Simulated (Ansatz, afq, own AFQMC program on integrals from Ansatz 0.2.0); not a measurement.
# BSiH3 (triplet): quantum Monte Carlo beside coupled cluster at twist about Si1–B2 = 180.0°, cc-pVDZ

How near does AFQMC come to the top of the ladder for BSiH3 (triplet)?

Method: cc-pVDZ, frozen cores; program: Ansatz 0.2.0, Gaussian basis, and an in-house AFQMC program (afq) on its integrals; all values are calculated.

The runs, in order: PBE (unrestricted); r2SCAN (unrestricted); PBE0 (unrestricted); B3LYP (unrestricted); wB97M-V (unrestricted); B2PLYP (unrestricted); CCSD(T) on UHF; CCSDT(Q) on UHF; Phaseless AFQMC, CISD trial on UHF.

**1. What is computed**

The geometry derives from a PBE0/def2-TZVP stationary point (not a proven minimum). One half is turned about the bond named; the halves are rigid.

5 atoms, charge 0, spin multiplicity 3.

Atoms are counted from 1 here; the program's logs count them from 0.

Bond lengths: Si1–B2 1.937 Å, Si1–H3 1.498 Å, B2–H4 1.198 Å, B2–H5 1.192 Å. Angles: B2–Si1–H3 122.8°, Si1–B2–H4 117.0°, Si1–B2–H5 121.4°, H4–B2–H5 121.6°.

**2. PBE (unrestricted)**

Input file in.yaml:

```yaml
crystal:
  periodic: [false, false, false]
  atoms:
    - {symbol: Si, position_ang: [0.000000, -0.083581, 0.596035]}
    - {symbol: B, position_ang: [0.000000, 0.092296, -1.332817]}
    - {symbol: H, position_ang: [0.000000, 1.097350, 1.517904]}
    - {symbol: H, position_ang: [0.000000, -0.920462, -1.971875]}
    - {symbol: H, position_ang: [0.000000, 1.162086, -1.858509]}
basis:
  gaussian: {orbitals: cc-pVDZ}
magnetization: {spin_polarized: true, initial_magnetization: 2}
hamiltonian: {xc: {name: PBE}}
output: {orbitals: {seedname: orbitals}}
```

Command:

```console
ansatz run in.yaml --threads 1 --pin off --events-out ev --progress --plain --max-ram 1382MiB
```

Log:

```text
Functional definition: PBE
  name "PBE"
  cite "Perdew, Burke & Ernzerhof, Phys. Rev. Lett. 77, 3865 (1996) doi:10.1103/PhysRevLett.77.3865"
  parent pbe
  parameter kappa = 0.804
  parameter beta = 0.06672455060314922
  exchange = pbe_x(kappa = kappa, mu = beta*pi^2/3)
  correlation = pbe_c(beta = beta)
566 factors; their error is unknown
mean field evaluation 1: about -8589.4468 eV, gradient 2.3e1 eV
mean field evaluation 2: about -8560.1123 eV, gradient 5.1e1 eV
mean field evaluation 4: about -8593.9492 eV, gradient 2.5e0 eV
mean field evaluation 8: about -8594.0112 eV, gradient 5.5e-2 eV
mean field evaluation 16: about -8593.9916 eV, gradient 9.5e-6 eV
mean field -8593.99163160 eV, -315.8233672447 hartree, gradient 9.5e-6 eV, S^2 2.002789; 0 other end points of the search recorded, 0 dependent functions left out
reference -8593.99166248 eV, -315.8233683793 hartree; 12, 10 occupied and 35, 37 virtual orbitals, 566 factors
Total energy: -8593.99166248 eV, -315.8233683793 hartree
```

It took 0.87 s on 1 thread of Arm Neoverse V2, shared host.

From the report: ⟨S²⟩ of the determinant 2.003 (pure triplet: 2.00).

**3. r2SCAN (unrestricted)**

Changes to in.yaml since step 2:

```diff
@@ -11,3 +11,2 @@
 magnetization: {spin_polarized: true, initial_magnetization: 2}
-hamiltonian: {xc: {name: PBE}}
-output: {orbitals: {seedname: orbitals}}
+hamiltonian: {xc: {name: r2SCAN}}
```

Same command.

Log:

```text
Functional definition: r2SCAN
  name "r2SCAN"
  cite "Furness, Kaplan, Ning, Perdew & Sun, J. Phys. Chem. Lett. 11, 8208 (2020) doi:10.1021/acs.jpclett.0c02405"
  cite "Furness, Kaplan, Ning, Perdew & Sun, J. Phys. Chem. Lett. 11, 9248 (2020) doi:10.1021/acs.jpclett.0c03077"
  parent r2scan
  parameter k0 = 0.174
  parameter k1 = 0.065
  parameter a1 = 4.9479
  exchange = r2scan_x(k0 = k0, k1 = k1, a1 = a1)
  correlation = r2scan_c
566 factors; their error is unknown
mean field evaluation 1: about -8594.6589 eV, gradient 2.0e1 eV
mean field evaluation 2: about -8587.7284 eV, gradient 3.2e1 eV
mean field evaluation 4: about -8598.2099 eV, gradient 1.2e0 eV
mean field evaluation 8: about -8598.2288 eV, gradient 3.1e-2 eV
mean field evaluation 16: about -8598.2090 eV, gradient 1.0e-4 eV
mean field -8598.20898580 eV, -315.9783521527 hartree, gradient 1.4e-5 eV, S^2 2.005615; 0 other end points of the search recorded, 0 dependent functions left out
reference -8598.20899593 eV, -315.9783525250 hartree; 12, 10 occupied and 35, 37 virtual orbitals, 566 factors
Total energy: -8598.20899593 eV, -315.9783525250 hartree
```

Run time: 2.1 s. Hardware: 1 thread of Arm Neoverse V2, shared host.

From the report: ⟨S²⟩ of the determinant 2.006 (pure triplet: 2.00).

**4. PBE0 (unrestricted)**

Changes to in.yaml since step 3:

```diff
@@ -11,2 +11,3 @@
 magnetization: {spin_polarized: true, initial_magnetization: 2}
-hamiltonian: {xc: {name: r2SCAN}}
+hamiltonian: {xc: {name: PBE0}}
+output: {orbitals: {seedname: orbitals}}
```

The command is unchanged.

Log:

```text
Functional definition: PBE0
  name "PBE0"
  cite "Adamo & Barone, J. Chem. Phys. 110, 6158 (1999) doi:10.1063/1.478522"
  cite "Perdew, Burke & Ernzerhof, Phys. Rev. Lett. 77, 3865 (1996) doi:10.1103/PhysRevLett.77.3865"
  parent pbe
  parameter a = 0.25
  parameter kappa = 0.804
  parameter beta = 0.06672455060314922
  exchange = (1 - a)*pbe_x(kappa = kappa, mu = beta*pi^2/3) + a*exact_x
  correlation = pbe_c(beta = beta)
444 factors; integrals over basis functions are off by at most 1.4e-3 eV
mean field evaluation 1: about -8592.4764 eV, gradient 1.7e1 eV
mean field evaluation 2: about -8591.1755 eV, gradient 2.1e1 eV
mean field evaluation 4: about -8594.9928 eV, gradient 5.1e-1 eV
mean field evaluation 8: about -8595.0710 eV, gradient 6.6e-2 eV
mean field evaluation 16: about -8595.0712 eV, gradient 3.3e-5 eV
mean field -8595.07117486 eV, -315.8630397276 hartree, gradient 3.4e-5 eV, S^2 2.003242; 0 other end points of the search recorded, 0 dependent functions left out
reference -8595.07119800 eV, -315.8630405781 hartree; 12, 10 occupied and 35, 37 virtual orbitals, 444 factors
Total energy: -8595.07119800 eV, -315.8630405781 hartree
```

Wall time 1.1 s (1 thread of Arm Neoverse V2, shared host).

From the report: ⟨S²⟩ of the determinant 2.003 (pure triplet: 2.00).

**5. B3LYP (unrestricted)**

Changes to in.yaml since step 4:

```diff
@@ -11,3 +11,2 @@
 magnetization: {spin_polarized: true, initial_magnetization: 2}
-hamiltonian: {xc: {name: PBE0}}
-output: {orbitals: {seedname: orbitals}}
+hamiltonian: {xc: {name: B3LYP}}
```

Same command.

Log, cut to the lines that bear on the results:

```text
Functional definition: B3LYP
  name "B3LYP"
  cite "Stephens, Devlin, Chabalowski & Frisch, J. Phys. Chem. 98, 11623 (1994) doi:10.1021/j100096a001"
  cite "Becke, Phys. Rev. A 38, 3098 (1988) doi:10.1103/PhysRevA.38.3098"
  cite "Lee, Yang & Parr, Phys. Rev. B 37, 785 (1988) doi:10.1103/PhysRevB.37.785"
  cite "Vosko, Wilk & Nusair, Can. J. Phys. 58, 1200 (1980) doi:10.1139/p80-159"
[...]
444 factors; integrals over basis functions are off by at most 1.4e-3 eV
[...]
mean field -8600.12104858 eV, -316.0486191640 hartree, gradient 3.0e-5 eV, S^2 2.002150; 0 other end points of the search recorded, 0 dependent functions left out
reference -8600.12125290 eV, -316.0486266726 hartree; 12, 10 occupied and 35, 37 virtual orbitals, 444 factors
Total energy: -8600.12125290 eV, -316.0486266726 hartree
```

Run time: 1.2 s. Hardware: 1 thread of Arm Neoverse V2, shared host.

From the report: ⟨S²⟩ of the determinant 2.002 (pure triplet: 2.00).

**6. wB97M-V (unrestricted)**

Changes to in.yaml since step 5:

```diff
@@ -11,2 +11,3 @@
 magnetization: {spin_polarized: true, initial_magnetization: 2}
-hamiltonian: {xc: {name: B3LYP}}
+hamiltonian: {xc: {name: wB97M-V}}
+output: {orbitals: {seedname: orbitals}}
```

Same command.

Log, cut to the lines that bear on the results:

```text
Functional definition: wB97M-V
  name "wB97M-V"
  cite "Mardirossian & Head-Gordon, J. Chem. Phys. 144, 214110 (2016) doi:10.1063/1.4952647"
  cite "Becke, J. Chem. Phys. 107, 8554 (1997) doi:10.1063/1.475007"
  cite "Vydrov & Van Voorhis, J. Chem. Phys. 133, 244103 (2010) doi:10.1063/1.3521275"
  # Of w^i u^j: cxij and so on, Table III.
[...]
  gx(w, u) = 1 - cx + cx01*u + cx10*w
  gss(w, u) = css00 + css04*u^4 + css10*w + css20*w^2 + css43*w^4*u^3
  gos(w, u) = cos00 + cos10*w + (cos20 + cos21*u)*w^2 + (cos60 + cos61*u)*w^6
[...]
      + integral(e_c_pw_mod_opposite_spin*gos(b97_w_opposite, b97_u_opposite)) + vv10(b, c)
444 factors; integrals over basis functions are off by at most 1.4e-3 eV
169 factors; integrals over basis functions are off by at most 1.2e-5 eV
[...]
mean field -8597.98371332 eV, -315.9700735419 hartree, gradient 5.8e-5 eV, S^2 2.001386; 0 other end points of the search recorded, 0 dependent functions left out
reference -8597.98374790 eV, -315.9700748128 hartree; 12, 10 occupied and 35, 37 virtual orbitals, 444 factors
Total energy: -8597.98374790 eV, -315.9700748128 hartree
```

It took 5.5 s on 1 thread of Arm Neoverse V2, shared host.

From the report: ⟨S²⟩ of the determinant 2.001 (pure triplet: 2.00).

**7. B2PLYP (unrestricted)**

Changes to in.yaml since step 6:

```diff
@@ -11,3 +11,3 @@
 magnetization: {spin_polarized: true, initial_magnetization: 2}
-hamiltonian: {xc: {name: wB97M-V}}
-output: {orbitals: {seedname: orbitals}}
+hamiltonian: {xc: {name: B2PLYP}}
+correlation: {electrons: outside_noble_gas}
```

Launched as before.

Log, cut to the lines that bear on the results:

```text
Functional definition: B2PLYP
  name "B2PLYP"
  cite "Grimme, J. Chem. Phys. 124, 034108 (2006) doi:10.1063/1.2148954"
  cite "Becke, Phys. Rev. A 38, 3098 (1988) doi:10.1103/PhysRevA.38.3098"
  cite "Lee, Yang & Parr, Phys. Rev. B 37, 785 (1988) doi:10.1103/PhysRevB.37.785"
[...]
444 factors; integrals over basis functions are off by at most 1.4e-3 eV
[...]
mean field -8593.49272520 eV, -315.8050327724 hartree, gradient 4.5e-6 eV, S^2 2.003660; 0 other end points of the search recorded, 0 dependent functions left out
6 core orbitals not correlated: weight in the atoms' cores, before any rotation towards them, 1.000 or more for the frozen orbitals, at most 0.000 for the correlated occupied ones
reference -8593.49285487 eV, -315.8050375377 hartree; 6, 4 occupied and 35, 37 virtual orbitals, 444 factors
second order -5.27279131 eV of doubles, -0.00000000 eV of singles
Total energy: -8594.91650852 eV, -315.8573558444 hartree
```

Wall time 1.4 s (1 thread of Arm Neoverse V2, shared host).

From the report: ⟨S²⟩ of the determinant 2.004 (pure triplet: 2.00).

**8. CCSD(T) on UHF**

Changes to in.yaml since step 7:

```diff
@@ -11,3 +11,2 @@
 magnetization: {spin_polarized: true, initial_magnetization: 2}
-hamiltonian: {xc: {name: B2PLYP}}
-correlation: {electrons: outside_noble_gas}
+correlation: {method: ccsd_t, electrons: outside_noble_gas, hamiltonian_folder: ham}
```

Launched as before.

Log, cut to the lines that bear on the results:

```text
Functional definition: HF
  name "HF"
  cite "Fock, Z. Phys. 61, 126 (1930) doi:10.1007/BF01340294"
  parent pbe
[...]
444 factors; integrals over basis functions are off by at most 1.4e-3 eV
[...]
mean field -8578.94177468 eV, -315.2702952038 hartree, gradient 1.6e-6 eV, S^2 2.007492; 0 other end points of the search recorded, 0 dependent functions left out
6 core orbitals not correlated: weight in the atoms' cores, before any rotation towards them, 1.000 or more for the frozen orbitals, at most 0.000 for the correlated occupied ones
reference -8578.94177468 eV, -315.2702952038 hartree; 6, 4 occupied and 35, 37 virtual orbitals, 444 factors
second order -4.11191358 eV of doubles, -0.00000000 eV of singles
cycle   1  -4.82782041 eV  change   -7.2e-1 eV  update   6.8e-2
[...]
cycle  12  -5.12204688 eV  change   -2.2e-6 eV  update   5.2e-6
perturbative correction -0.14248907 eV, -0.0052363769 hartree
Total energy: -8584.20631063 eV, -315.4637633317 hartree
```

Wall time 0.9 s (1 thread of Arm Neoverse V2, shared host).

From the report: ⟨S²⟩ of the determinant 2.007 (pure triplet: 2.00); correlation -5.2645 eV; T1 0.025; largest double amplitude 0.04.

This run also writes the integrals to the folder ham.

**9. CCSDT(Q) on UHF**

Changes to in.yaml since step 8:

```diff
@@ -11,2 +11,2 @@
 magnetization: {spin_polarized: true, initial_magnetization: 2}
-correlation: {method: ccsd_t, electrons: outside_noble_gas, hamiltonian_folder: ham}
+correlation: {method: ccsdt_q, electrons: outside_noble_gas}
```

Same command.

Log, cut to the lines that bear on the results:

```text
Functional definition: HF
  name "HF"
  cite "Fock, Z. Phys. 61, 126 (1930) doi:10.1007/BF01340294"
  parent pbe
[...]
884 factors; integrals over basis functions are off by at most 2.0e-7 eV
[...]
mean field -8578.94179711 eV, -315.2702960282 hartree, gradient 1.4e-6 eV, S^2 2.007492; 0 other end points of the search recorded, 0 dependent functions left out
6 core orbitals not correlated: weight in the atoms' cores, before any rotation towards them, 1.000 or more for the frozen orbitals, at most 0.000 for the correlated occupied ones
reference -8578.94179711 eV, -315.2702960282 hartree; 6, 4 occupied and 35, 37 virtual orbitals, 884 factors
second order -4.11193206 eV of doubles, -0.00000000 eV of singles
cycle   1  -4.82780462 eV  change   -7.2e-1 eV  update   7.5e-2
[...]
cycle  17  -5.29939345 eV  change    2.4e-7 eV  update   7.5e-7
perturbative correction -0.00658867 eV, -0.0002421291 hartree
Total energy: -8584.24777923 eV, -315.4652872745 hartree
```

It took 18 s on 1 thread of Arm Neoverse V2, shared host; peak memory 0.34 GiB.

From the report: ⟨S²⟩ of the determinant 2.007 (pure triplet: 2.00); correlation -5.3060 eV; T1 0.027; largest double amplitude 0.05.

**10. Phaseless AFQMC, CISD trial on UHF**

It reads the integrals that the CCSD(T) run on this determinant wrote.

Command:

```console
afq ham --method phaseless --trial cisd --walkers 60 --populations 1 --least-time 40 --time-step 0.005 --steps-per-block 50 --equilibration-blocks 40 --max-blocks 300 --target-error 0.00076 --factor-cut 1e-05 --start spin_pure --seed 4752 --release-times 0.24,0.51,0.99,1.62,2.4 --release-step 0.03 --release-every 4 --taylor-order 6
```

Log:

```text
orbitals 41  electrons 6 4  factors 319 of 444
reference energy -315.27029520 Eh
CCSD correlation -0.18823142 Eh in 12 cycles, weight of the determinant in the CISD state 0.8837
energy of the start -315.458362 Eh
 block  time / (1/Eh)  mean weight  energy / Eh
     1     0.250  0.9998  -315.456181
     2     0.500  1.0012  -315.457320
     3     0.750  1.0011  -315.458638
     4     1.000  1.0001  -315.461571
     5     1.250  1.0002  -315.460723
     6     1.500  1.0004  -315.460490
     7     1.750  0.9985  -315.460841
     8     2.000  1.0002  -315.460802
     9     2.250  1.0021  -315.461705
    10     2.500  0.9988  -315.461662
    11     2.750  1.0025  -315.462003
    16     4.000  0.9979  -315.465955
    21     5.250  0.9982  -315.466560
    26     6.500  0.9994  -315.462817
    31     7.750  1.0002  -315.462930
    36     9.000  1.0000  -315.466254
    41    10.250  1.0007  -315.465836
    46    11.500  1.0009  -315.464302
    51    12.750  1.0003  -315.465782
    56    14.000  0.9990  -315.467904
    61    15.250  0.9990  -315.461621
    66    16.500  1.0002  -315.462428
    71    17.750  0.9995  -315.463905
    76    19.000  0.9995  -315.465760
    81    20.250  0.9995  -315.463900
    86    21.500  1.0008  -315.460147
    91    22.750  1.0001  -315.460386
    96    24.000  1.0017  -315.469051
   101    25.250  1.0009  -315.463746
   106    26.500  1.0004  -315.461074
   111    27.750  1.0004  -315.464830
   116    29.000  0.9984  -315.466423
   121    30.250  1.0004  -315.470753
   126    31.500  0.9996  -315.465098
   131    32.750  0.9994  -315.462969
   136    34.000  0.9994  -315.463537
   141    35.250  0.9993  -315.463733
   146    36.500  1.0011  -315.462483
   151    37.750  1.0002  -315.466305
   156    39.000  0.9986  -315.467379
   161    40.250  1.0007  -315.461872
   166    41.500  0.9984  -315.468519
   171    42.750  1.0031  -315.461427
   176    44.000  0.9997  -315.464741
   181    45.250  0.9979  -315.467361
   186    46.500  1.0013  -315.467321
   191    47.750  1.0009  -315.465321
   196    49.000  1.0027  -315.464621
blocks merged  error / Eh  count
     1  0.000211  160
     2  0.000256  80
     4  0.000292  40
     8  0.000286  20
    16  0.000233  10
released: time / (1/Eh)  energy / Eh  error  mean overlap
  0.24  -315.465484  0.000342  1.0004
  0.51  -315.465712  0.000326  0.9935
  0.99  -315.464818  0.000454  1.0307
  1.62  -315.465307  0.000441  1.0233
  2.40  -315.465562  0.000454  1.0228
energy -315.464921 +/- 0.000292 Eh
```

It took 4.1 min on 1 thread of Arm Neoverse V2, shared host.

Energy -8584.2378 ± 0.0079 eV. Caveats: constraint bias not in the error.

**11. AFQMC on the ladder**

On the UHF determinant, counted from CCSDT(Q) (a yardstick, not exact):

| level | energy (eV) | from CCSDT(Q) (meV) | statistical error (meV) | time |
| --- | --- | --- | --- | --- |
| HF | -8578.9418 | +5306.0 |  |  |
| MP2 | -8583.0537 | +1194.1 |  |  |
| CCSD | -8584.0638 | +184.0 |  |  |
| CCSD(T) | -8584.2063 | +41.5 |  |  |
| CCSDT(Q) | -8584.2478 | 0.0 |  |  |
| Phaseless AFQMC, CISD trial, step 0.005, 60 walkers | -8584.2378 | +10.0 | 7.9 | 4.1 min |

The functionals' totals stand on their own zeros and serve differences with other points: PBE -8593.992 eV; r2SCAN -8598.209 eV; PBE0 -8595.071 eV; B3LYP -8600.121 eV; wB97M-V -8597.984 eV; B2PLYP -8594.917 eV.

**12. What came out**

| quantity | value |
| --- | --- |
| CCSD(T) on UHF from CCSDT(Q) | +41.5 meV |
| Phaseless AFQMC, CISD trial on UHF from CCSDT(Q) | +10.0 ± 7.9 meV |

**Reading.** On UHF the phaseless walk with the CISD trial lies +10.0 meV from CCSDT(Q), within three error bars. Error bars are statistical and leave out the constraint, the time step and what remains of the start.
